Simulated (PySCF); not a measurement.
Gas-phase reaction: BH2 + Cl = BH2Cl

Energies from PySCF (xtb for GFN2), thermal terms from the rigid-rotor harmonic-oscillator model, ideal gas at 1 bar. S°(298 K) at PBE0/def2-TZVP differs from the NASA 1993 table for BH2 (+14 J/mol/K); whether the harmonic model or the table's entry is off was not settled. † marks an energy on the PBE0/def2-TZVP geometry and frequencies; other levels use their own. MP2 freezes the core. 6-31G* has spherical d functions here. Open shells (unrestricted): BH2 (multiplicity 2), Cl (multiplicity 2, electronic degeneracy 6); the rest are closed-shell singlets. GFN2 has no spin-polarisation term. Spin-orbit splitting is ignored; it lowers the true energy and changes the entropy of Cl. B3LYP is the form with VWN-RPA correlation. BH2Cl: computed as isolated molecules; such fragments, hydroxides, amides, oligomers or adducts are transient or little studied in the gas. MP2 isn't extrapolated to the basis-set limit; its ΔH°(298 K) is -514.7 kJ in def2-SVP and -530.9 kJ in def2-TZVPP. The harmonic model lacks anharmonicity and excited electronic states, which grow with temperature; levels with a mode under 35 cm⁻¹ are left out.

ΔH° and ΔS° at 298 K: B3LYP/6-31G* -510 kJ, -128 J/K; GFN2-xTB -554 kJ, -128 J/K; MP2/def2-SVP† -515 kJ, -128 J/K.

**Question.** With the heat capacities included, give log10 K (1 bar) at 1200, 1400, 1800, 2000, 2500 K from B3LYP/6-31G*, GFN2-xTB, MP2/def2-SVP†.

**Answer.** 
| T (K) | B3LYP/6-31G* | GFN2-xTB | MP2/def2-SVP† |
|---|---|---|---|
| 1200 | 15.2 | 17.2 | 15.5 |
| 1400 | 12.1 | 13.7 | 12.2 |
| 1800 | 7.8 | 9.1 | 7.9 |
| 2000 | 6.3 | 7.5 | 6.5 |
| 2500 | 3.7 | 4.6 | 3.8 |
